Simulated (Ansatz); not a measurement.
## H₃Ge–CH⁺, doublet in cc-pVDZ: errors against UCCSDT(Q)

Geometry: that of the H3Ge–CH, triplet, kept fixed.

```xyz
6

Ge    0.0000    0.0107    0.2714
C     0.0000   -0.1101   -1.6244
H     0.0000    1.4904    0.7010
H     1.2516   -0.6845    0.8323
H    -1.2516   -0.6845    0.8323
H     0.0000    0.4197   -2.5678
```

Basis cc-pVDZ; Ansatz 0.2.0. Only valence electrons are correlated (noble-gas cores and the filled d shells of p-block atoms frozen), which leaves 11 electrons in 46 orbitals. Prefix R: restricted or restricted open-shell reference; prefix U: unrestricted. Active spaces: frontier = (9e, 9o) about the gap. No spin–orbit coupling is included, and no scalar relativity.

Full CI isn't at hand for all of this; UCCSDT(Q) serves as the reference, and is uncertain by about the last step of the cluster series. The frozen core follows each run's orbitals, which can shift R against U totals by a few meV for light atoms and by up to 0.1 eV past Ca.

The UHF ⟨S²⟩ is 0.761. The T1 diagnostic (RCCSD) is 0.0341 and the largest doubles amplitude (RCCSD) is 0.059. The T1 diagnostic (UCCSD) is 0.0304.

```
   level  E − E(UCCSDT(Q)) (mEh)  share of correlation (%)  wall time
     UHF                  224.46                      1.71          –
    UMP2                   53.48                     76.58          –
   UCCSD                    7.76                     96.60          –
UCCSD(T)                    1.95                     99.15       19 s
  UCCSDT                    0.34                     99.85          –
```

The correlation energy at UCCSDT(Q), counted from RHF, is -6.214 eV. That run took 64 s on 1 thread of Intel Xeon Platinum 8259CL, shared host.

Run but not shown, since their state or frozen core can't be matched to the reference's or they repeat it: RHF, RMP2, RCCSD, RCCSD(T), BCCD(T), RCCSDT, RCCSDT(Q), CASSCF (frontier space), NEVPT2 (frontier space), MRCISD (frontier space), MRCISD+Q (frontier space).

Times hold each run's SCF and search for its determinant on a shared host, so for small cases they say little of a method's own cost; they ran on 1 thread of Intel Xeon Platinum 8259CL.
